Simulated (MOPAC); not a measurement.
Job for MOPAC: PM6 on H4O2 (a complex).

```
PM6 1SCF PRECISE CHARGE=0 THREADS=1
H4O2

O     -0.06699914 1     0.00000000 1     1.49435474 1
H      0.81573427 1     0.00000000 1     1.86586639 1
H      0.06885510 1     0.00000000 1     0.53914277 1
O      0.06254775 1     0.00000000 1    -1.42263208 1
H     -0.40696540 1    -0.76017841 1    -1.77174450 1
H     -0.40696540 1     0.76017841 1    -1.77174450 1
```

It printed:

```
*******************************************************************************
 **                                                                           **
 **                              MOPAC v23.2.5                                **
 **                                                                           **
 *******************************************************************************
 ** MOPAC's Digital Object Identifier: https://doi.org/10.5281/zenodo.6511958 **
 **                                                                           **
 ** Please cite the open-source release paper for use of this MOPAC version:  **
 ** J. E. Moussa and J. J. P. Stewart (2026)                                  **
 ** MOPAC: An open-source semiempirical molecular orbital program             **
 ** J. Open Source Softw., 11(119), 8025, https://doi.org/10.21105/joss.08025 **
 *******************************************************************************

                              PM6 CALCULATION RESULTS

 *******************************************************************************
 *  PM6        - The PM6 Hamiltonian to be used
 *
 *
 *
 *                 CHARGE ON SYSTEM = 0
 *
 *
 *
 *  PRECISE    - TIGHTER CRITERIA TO BE USED
 *  1SCF       - DO 1 SCF AND THEN STOP
 *  THREADS=1  - MULTI-THREADING NOT USED
 *  T=         - A TIME OF 172800.0 SECONDS REQUESTED
 *  DUMP=N     - RESTART FILE WRITTEN EVERY 7200.0 SECONDS REQUESTED
 *******************************************************************************
PM6 1SCF PRECISE CHARGE=0 THREADS=1
 H4O2

   ATOM   CHEMICAL          X               Y               Z
  NUMBER   SYMBOL      (ANGSTROMS)     (ANGSTROMS)     (ANGSTROMS)

     1       O         -0.06699914  *   0.00000000  *   1.49435474  *
     2       H          0.81573427  *   0.00000000  *   1.86586639  *
     3       H          0.06885510  *   0.00000000  *   0.53914277  *
     4       O          0.06254775  *   0.00000000  *  -1.42263208  *
     5       H         -0.40696540  *  -0.76017841  *  -1.77174450  *
     6       H         -0.40696540  *   0.76017841  *  -1.77174450  *



          CARTESIAN COORDINATES

    NO.       ATOM           X           Y           Z

     1         O         -0.0670      0.0000      1.4944
     2         H          0.8157      0.0000      1.8659
     3         H          0.0689      0.0000      0.5391
     4         O          0.0625      0.0000     -1.4226
     5         H         -0.4070     -0.7602     -1.7717
     6         H         -0.4070      0.7602     -1.7717

 General Reference for PM6:
 "Optimization of Parameters for Semiempirical Methods V: Modification of NDDO Approximations
 and Application to 70 Elements", J. J. P. Stewart, J. Mol. Mod., 13, 1173-1213 (2007)
 URL: https://link.springer.com/article/10.1007/s00894-007-0233-4

           Empirical Formula: H4 O2  =     6 atoms



      MOLECULAR POINT GROUP   :   Cs


      RHF CALCULATION, NO. OF DOUBLY OCCUPIED LEVELS = 8


 -------------------------------------------------------------------------------
 PM6 1SCF PRECISE CHARGE=0 THREADS=1
 H4O2



     1SCF WAS SPECIFIED, SO BFGS WAS NOT USED
     SCF FIELD WAS ACHIEVED


                              PM6 CALCULATION
                                                       MOPAC v23.2.5 Linux




          FINAL HEAT OF FORMATION =       -112.33384 KCAL/MOL =    -470.00479 KJ/MOL


          COSMO AREA              =         74.56 SQUARE ANGSTROMS
          COSMO VOLUME            =         50.29 CUBIC ANGSTROMS

          IONIZATION POTENTIAL    =         11.392616 EV
          HOMO LUMO ENERGIES (EV) =        -11.393  3.446
          NO. OF FILLED LEVELS    =          8
          MOLECULAR WEIGHT        =         36.0304         POINT GROUP:  Cs

          MOLECULAR DIMENSIONS (Angstroms)

            Atom       Atom       Distance
            H     5    H     2     3.91217
            H     6    O     1     1.54541
            O     1    H     2     0.69325


          SCF CALCULATIONS        =          1





   ATOM   CHEMICAL          X               Y               Z
  NUMBER   SYMBOL      (ANGSTROMS)     (ANGSTROMS)     (ANGSTROMS)

     1       O         -0.06699914  *   0.00000000  *   1.49435474  *
     2       H          0.81573427  *   0.00000000  *   1.86586639  *
     3       H          0.06885510  *   0.00000000  *   0.53914277  *
     4       O          0.06254775  *   0.00000000  *  -1.42263208  *
     5       H         -0.40696540  *  -0.76017841  *  -1.77174450  *
     6       H         -0.40696540  *   0.76017841  *  -1.77174450  *

                             CARTESIAN COORDINATES

   1    O       -0.066999140     0.000000000     1.494354740
   2    H        0.815734270     0.000000000     1.865866390
   3    H        0.068855100     0.000000000     0.539142770
   4    O        0.062547750     0.000000000    -1.422632080
   5    H       -0.406965400    -0.760178410    -1.771744500
   6    H       -0.406965400     0.760178410    -1.771744500


           Empirical Formula: H4 O2  =     6 atoms



      MOLECULAR POINT GROUP   :   Cs


                  EIGENVALUES
 -30.84702 -29.64711 -19.20481 -18.22036 -14.87656 -13.78974 -12.36551 -11.39262
   3.44566   4.72990   5.43424   6.51782


              NET ATOMIC CHARGES AND DIPOLE CONTRIBUTIONS

  ATOM NO.   TYPE          CHARGE      No. of ELECS.   s-Pop       p-Pop
    1          O          -0.639033        6.6390     1.77714     4.86190
    2          H           0.305621        0.6944     0.69438
    3          H           0.322830        0.6772     0.67717
    4          O          -0.619817        6.6198     1.77252     4.84730
    5          H           0.315199        0.6848     0.68480
    6          H           0.315199        0.6848     0.68480
 DIPOLE           X         Y         Z       TOTAL
 POINT-CHG.     0.091     0.000    -2.141     2.143
 HYBRID         0.027    -0.000    -0.417     0.418
 SUM            0.118     0.000    -2.558     2.561


          ATOMIC ORBITAL ELECTRON POPULATIONS

     Atom    s        px        py        pz
    1  O   1.77714   1.46733   2.00000   1.39456
    2  H   0.69438
    3  H   0.67717
    4  O   1.77252   1.68951   1.33628   1.82151
    5  H   0.68480
    6  H   0.68480

 **********************
 *                    *
 * JOB ENDED NORMALLY *
 *                    *
 **********************




 == MOPAC DONE ==
```

The run finished.

Cost: very roughly 0.04 core-seconds.
